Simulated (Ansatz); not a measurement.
`NC(O)(O)F` + CH₃OH → `COC(N)(O)F` + H₂O  (substitution at a C–O bond)

Isolated molecules relaxed with PBE0-D4/def2-TZVP in Ansatz; ΔE leaves out vibrations. CBS: MP2 limit from def2 TZ/QZ plus the TZ coupled-cluster correction, frozen cores. This one scheme is used for every species. DFT in def2-TZVPP. B3LYP here is the variant with VWN-RPA as its local correlation; programs differ in this. One conformer a species, not always the lowest.

| level | ΔE (kJ/mol) | difference from CCSD(T)/CBS |
| --- | --- | --- |
| PBE0-D4 | -7.7 | 6.1 |
| B3LYP-D4 | -9.3 | 4.5 |
| ωB97M-V | -9.6 | 4.2 |
| B3LYP | -3.4 | 10.4 |
| HF/def2-TZVPP | -0.9 | 12.9 |
| CCSD/def2-TZVPP | -9.7 | 4.1 |
| HF/def2-QZVPP | -1.4 | 12.4 |
| SCS-MP2/def2-QZVPP | -11.7 | 2.1 |
| HF/CBS(def2) | -1.5 | 12.3 |
| CCSD/CBS(def2) | -11.9 | 1.9 |
| CCSD(T)/CBS | -13.8 | 0 |

Largest T1 diagnostic among the species: 0.011.

The D4 term adds −5.9 kJ/mol with B3LYP and −3.4 kJ/mol with PBE0; it sums over pairs of atoms, weighted by their polarisabilities, and B3LYP, whose exchange is more repulsive, gets the larger term. In def2-TZVPP, CCSD(T) changes the Hartree–Fock value by −10.6 kJ/mol (the triples alone add −1.9 kJ/mol) and MP2 by −12.3 kJ/mol.
